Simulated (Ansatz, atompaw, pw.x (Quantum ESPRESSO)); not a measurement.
What a changed setting does to a pw.x run (bcc W)

Potential: PAW, atompaw 4.2.0.5, PBE; core [Kr] 4d10 4f14, reference 5s2 5p6 5d4 6s2 6p0; waves: 5s (bound); 6s (bound); 5p (bound); 6p (bound, empty); 5d (bound); 5d channel at 2.65 Ry; local part: ultrasoft scheme with l = 3 at 0 Ry, radius 2.02 bohr; core correction: smooth core density matched at 1.34 bohr; augmentation: besselshape compensation charge, radius 1.98 bohr; PAW radius 2.42 bohr; waves and projectors: bloechl.

The reference run (k-mesh 14³, cutoffs 50/500 Ry, Fermi–Dirac 0.01 Ry, mixing_beta 0.4, conv_thr 1e-9, no spin) gives -0.26 GPa at 16.130 Å³/atom, where all-electron LAPW gives 0.30 GPa. This run, with its own iteration cap, changes smearing to mp.

```
&control
  calculation='scf', prefix='x', pseudo_dir='./', outdir='./tmp', tstress=.true., disk_io='none'
/
&system
  ibrav=0, nat=1, ntyp=1, ecutwfc=50, ecutrho=500, nbnd=15,
  occupations='smearing', smearing='mp', degauss=0.01
/
&electrons
  conv_thr=1e-09, mixing_beta=0.4, electron_maxstep=60
/
ATOMIC_SPECIES
W 1.0 W.UPF
CELL_PARAMETERS angstrom
  -1.59168867 1.59168867 1.59168867
  1.59168867 -1.59168867 1.59168867
  1.59168867 1.59168867 -1.59168867
ATOMIC_POSITIONS crystal
W 0.0000 0.0000 0.0000
K_POINTS automatic
14 14 14 0 0 0
```

```bash
pw.x < W.scf.in > W.scf.out
```

Task: How does the run end?

Result: It converges in 7 iterations; the free energy moves by +18.2 meV/atom and the pressure by +0.32 GPa. This scheme is built to cancel the term in the square of the width that Fermi–Dirac smearing leaves in the F of a metal.

```
Message from routine setup:
     using ibrav=0 with symmetry is DISCOURAGED, use correct ibrav instead
     lattice parameter (alat)  =       5.2098  a.u.
     unit-cell volume          =     108.8506 (a.u.)^3
     number of electrons       =        14.00
     number of Kohn-Sham states=           15
     kinetic-energy cutoff     =      50.0000  Ry
     charge density cutoff     =     500.0000  Ry
     scf convergence threshold =      1.0E-09
     Exchange-correlation= SLA PW PBX PBC
     number of k points=   104  Methfessel-Paxton smearing, width (Ry)=  0.0100
     iteration #  1     ecut=    50.00 Ry     beta= 0.40
     total energy              =    -760.25425168 Ry
     estimated scf accuracy    <       0.04904892 Ry
     iteration #  2     ecut=    50.00 Ry     beta= 0.40
     total energy              =    -760.25828587 Ry
     estimated scf accuracy    <       0.00615949 Ry
     iteration #  3     ecut=    50.00 Ry     beta= 0.40
     total energy              =    -760.26009144 Ry
     estimated scf accuracy    <       0.00081188 Ry
     iteration #  4     ecut=    50.00 Ry     beta= 0.40
     total energy              =    -760.26010883 Ry
     estimated scf accuracy    <       0.00005405 Ry
     iteration #  5     ecut=    50.00 Ry     beta= 0.40
     total energy              =    -760.26012055 Ry
     estimated scf accuracy    <       0.00000274 Ry
     iteration #  6     ecut=    50.00 Ry     beta= 0.40
     total energy              =    -760.26012089 Ry
     estimated scf accuracy    <       0.00000001 Ry
     iteration #  7     ecut=    50.00 Ry     beta= 0.40
     the Fermi energy is    21.5325 ev
!    total energy              =    -760.26012090 Ry
     estimated scf accuracy    <          9.4E-10 Ry
     smearing contrib. (-TS)   =      -0.00004905 Ry
     The total energy is F=E-TS. E is the sum of the following terms:
     one-electron contribution =     -11.19080301 Ry
     hartree contribution      =      19.70048895 Ry
     xc contribution           =     -23.02207347 Ry
     ewald contribution        =    -118.57114108 Ry
     one-center paw contrib.   =    -627.17654324 Ry
     convergence has been achieved in   7 iterations
          total   stress  (Ry/bohr**3)                   (kbar)     P=        0.61
     Message from routine punch:
     Nothing written, as per user request (disk_io='none')
```

The run took about 7.2 s on one core of a shared host (AMD EPYC 9R45 96-Core Processor, 96 threads, 376 GiB, load 18).
